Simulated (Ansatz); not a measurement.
in.yaml

```yaml
crystal:
  periodic: [false, false, false]
  atoms:
    - {symbol: C, position_ang: [0.000000, 0.000000, -1.986233]}
    - {symbol: Ga, position_ang: [0.000000, 0.000000, -0.068233]}
    - {symbol: Cl, position_ang: [0.000000, 0.000000, 2.054467]}
basis:
  gaussian: {orbitals: cc-pVDZ}
total_charge: 1
magnetization: {spin_polarized: true, initial_magnetization: 1}
correlation: {method: ccsdt_q, electrons: outside_noble_gas}
```

```sh
$ ansatz run in.yaml --threads 1 --pin off --events-out ev --progress --plain --max-ram 2393MiB
```

Log:

```
1137 factors; integrals over basis functions are off by at most 2.1e-7 eV
mean field evaluation 1: about -65852.8801 eV, gradient 2.0e1 eV
mean field evaluation 2: about -65852.8873 eV, gradient 2.0e1 eV
mean field evaluation 4: about -65856.2791 eV, gradient 2.0e0 eV
mean field evaluation 8: about -65856.3370 eV, gradient 6.8e-3 eV
mean field evaluation 16: about -65856.7123 eV, gradient 7.8e-3 eV
mean field evaluation 32: about -65856.3370 eV, gradient 1.1e-2 eV
mean field evaluation 64: about -65853.7229 eV, gradient 1.5e1 eV
mean field evaluation 96: about -65855.8991 eV, gradient 9.7e-1 eV
mean field evaluation 128: about -65856.7123 eV, gradient 1.6e-6 eV
mean field evaluation 160: about -65855.9058 eV, gradient 4.2e-3 eV
...
cycle   1  -7.59031077 eV  update   7.0e-7
cycle   2  -7.59031075 eV  change    1.9e-8 eV  update   7.1e-7
cycle   3  -7.59031084 eV  change   -9.8e-8 eV  update   6.4e-7
cycle   4  -7.59031147 eV  change   -6.3e-7 eV  update   8.4e-7
cycle   5  -7.59031220 eV  change   -7.2e-7 eV  update   6.4e-7
cycle   6  -7.59031320 eV  change   -1.0e-6 eV  update   5.0e-7
cycle   7  -7.59031431 eV  change   -1.1e-6 eV  update   4.0e-7
cycle   8  -7.59031490 eV  change   -5.9e-7 eV  update   3.2e-7
cycle   9  -7.59031528 eV  change   -3.8e-7 eV  update   2.9e-7
cycle  10  -7.59031548 eV  change   -2.0e-7 eV  update   2.8e-7
perturbative correction -0.02808607 eV, -0.0010321442 hartree
Total energy: -65864.33073948 eV, -2420.4695102292 hartree
```

Ran on 1 thread of Intel Xeon Platinum 8488C, shared host: 2 min wall, 0.89 GiB peak host memory.
